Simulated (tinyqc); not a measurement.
Inside a calculation. Method: Pariser-Parr-Pople SCF with singles CI, for the molecule C=CC=C[CH2-] (SMILES; centres numbered as the heavy atoms are written). One step of it, computed by the program tinyqc.

Task: Singles CI, singlets. Over the 4 single excitations with the smallest orbital gaps: A = (e_a - e_i) delta + 2 (ia|jb) - (ij|ab), with (pq|rs) = sum c_mp c_mq gamma_mn c_nr c_ns. f = 2/3 w |mu|^2 in atomic units, mu = sqrt2 sum c_ia sum_m c_mi c_ma R_m.

orbital energies (eV): [-7.816396, -5.970490, -2.631520, 3.653865, 6.118787]

coefficients, order 1C, 2C, 3C, 4C, 5C:
$$\begin{pmatrix}
0.308613 & 0.507947 & -0.559701 & -0.491924 & 0.302479 \\
0.510546 & 0.491924 & 0.017281 & 0.507947 & -0.488922 \\
0.536845 & 0.000000 & 0.610633 & 0.000000 & 0.582172 \\
0.510546 & -0.491924 & 0.017281 & -0.507947 & -0.488922 \\
0.308613 & -0.507947 & -0.559701 & 0.491924 & 0.302479
\end{pmatrix}$$

repulsion gamma_rs (eV), order 1C, 2C, 3C, 4C, 5C:
$$\begin{pmatrix}
11.130000 & 5.344569 & 3.872154 & 2.881359 & 2.343780 \\
5.344569 & 11.130000 & 5.346287 & 3.873196 & 2.881359 \\
3.872154 & 5.346287 & 11.130000 & 5.346287 & 3.872154 \\
2.881359 & 3.873196 & 5.346287 & 11.130000 & 5.344569 \\
2.343780 & 2.881359 & 3.872154 & 5.344569 & 11.130000
\end{pmatrix}$$

Centres (angstrom, eV; a flat drawing with bonds scaled to 1.40 angstrom):
```
centre          x          y  core charge z          W   gamma_rr
1C      -2.425000  -0.280000              1  11.160000  11.130000
2C      -1.212000   0.420000              1  11.160000  11.130000
3C       0.000000  -0.280000              1  11.160000  11.130000
4C       1.212000   0.420000              1  11.160000  11.130000
5C       2.425000  -0.280000              1  11.160000  11.130000
```

Give: singlet CI matrix; singlet excitation energies; oscillator strengths.

Result:

singlet CI matrix (eV), order 3>4, 3>5, 2>4, 1>4:
$$\begin{pmatrix}
3.8960 & 0.0000 & 0.0000 & -0.4751 \\
0.0000 & 5.7597 & 0.3002 & 0.0000 \\
0.0000 & 0.3002 & 7.0130 & 0.0000 \\
-0.4751 & 0.0000 & 0.0000 & 8.0403
\end{pmatrix}$$

singlet excitation energies (eV): [3.8422, 5.6915, 7.0812, 8.0941]

oscillator strengths: [1.1998, 0.0079, 0.1420, 0.0954]
